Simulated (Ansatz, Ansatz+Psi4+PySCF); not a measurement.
```xyz
8

C     1.3674    0.4121    0.0000
O     0.0000    0.8702    0.0000
C    -0.9331   -0.0928    0.0000
H    -1.9270    0.3772    0.0000
H     1.9760    1.3130    0.0000
H     1.5676   -0.1883    0.8886
H     1.5676   -0.1883   -0.8886
O    -0.7238   -1.2739    0.0000
```

Basis set: cc-pVTZ (spherical functions). Left uncorrelated: 4 orbitals. Charge 0, multiplicity 1.

Computed with Ansatz (development build ahead of 0.2.0); each method stands on the lowest determinant of its kind that the runs found. Restricted open shells among the atoms or ions are ROHF, correlated in semicanonical orbitals with singles.

Question: Give the atomization energy at this shape (free ground-state atoms in the same class of orbitals less the molecule, no zero-point energy) of singlet C2H4O2 by RHF-MP2, RHF.

Answer:

| method | atomization energy |
| --- | --- |
| RHF-MP2 | 34.01 eV |
| RHF | 24.28 eV |
